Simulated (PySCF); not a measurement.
C₂H₅ (doublet state).
Bonds: C1–C2. Hydrogens: H3, H4 on C1; H5, H6, H7 on C2.

Computed, not measured: PySCF 2.14.0, PBE0-D3(BJ)/def2-SVP geometry optimisation, gas phase.

Task: List the bond lengths and angles at this level.

Result: 
```tsv
bond	length (pm)
C1–C2	148.2
C1–H3, C1–H4	109.3
C2–H5, C2–H6, C2–H7	110.4
```

Bonds in one row agree within 1 pm and their mean is given. A selection of angles:
```tsv
angle	degrees
C2–C1–H3	121.7
H3–C1–H4	117.6
C1–C2–H5	112.0
H5–C2–H6	107.0
H5–C2–H7	105.6
```

C1 (carbon bonded to C and 2 H) is planar (angles 121.7°, 120.6° and 117.6°, sum 359.9°, 0.02 Å off the plane of its three neighbours).

Point group: near Cs, missed by 0.24 Å at most; the miss may be what the optimiser left on a soft mode. No frequency check. ⟨S²⟩ = 0.755 (exact for a doublet: 0.75).

Time: 2.6 s wall. Hardware: x86-64 server, one thread (shared host). That covers the optimisation of the geometry.
